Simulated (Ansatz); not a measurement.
`F/C=N/P` + dimethylamine → `CN(C)P` + `N=CF` at 500 K and 1 bar (ligand exchange at a P–N bond).

Program: Ansatz. Geometries: PBE0-D4/def2-TZVP. ΔE: electronic, gas phase. CCSD(T)/CBS adds triple-zeta CCSD(T) − MP2 to the extrapolated MP2 energy (def2 sets, frozen cores). This one scheme is used for every species. One conformer a species, not always the lowest.

| species | CCSD(T)/CBS energy (Eh) | H − E (kJ/mol) | S (J/(mol·K)) |
| --- | --- | --- | --- |
| `F/C=N/P` | -535.25055 | 141.1 | 343.7 |
| `CNC` | -135.00321 | 273.8 | 313.8 |
| `CN(C)P` | -476.53702 | 304.9 | 374.4 |
| `N=CF` | -193.72220 | 108.9 | 274.9 |

H − E and S are ideal-gas, rigid-rotor, harmonic terms from PBE0-D4/def2-TZVP, for one conformer and one mirror image of each species. 1 Eh = 2625.50 kJ/mol, R = 8.31446 J/(mol·K).

**Question.** By hand: ΔE, ΔH, ΔS and ΔG.

**Answer.** ΔE = (-476.53702) + (-193.72220) − (-535.25055) − (-135.00321) = -0.00546 Eh = -14.3 kJ/mol. Δ(H − E) = 304.9 + 108.9 − 141.1 − 273.8 = -1.1, so ΔH = -15.4 kJ/mol. ΔS = 374.4 + 274.9 − 343.7 − 313.8 = -8.2 J/(mol·K). ΔG = -15.4 − 500 × (-8.2)/1000 = -11.3 kJ/mol.

**Question.** By hand: the equilibrium constant, and the temperature at which ΔG would vanish if ΔH and ΔS stayed fixed.

**Answer.** log₁₀ K = −ΔG/(RT ln 10) = 1.2. ΔG = 0 at ΔH/ΔS = 1878 K, though so small a ΔS makes that figure unsure.

The number of gas molecules stays the same, so ΔS is small and ΔH decides. A doubt of 5 kJ/mol in ΔE shifts log₁₀ K by 0.5 here. Other conformers and mirror images would add mixing entropy, several J/(mol·K) or more a flexible species. These are equilibria of isolated gas molecules and say nothing of rates. Largest T1 diagnostic: 0.014 (customary marks: 0.02 for closed shells, 0.045 for open ones).
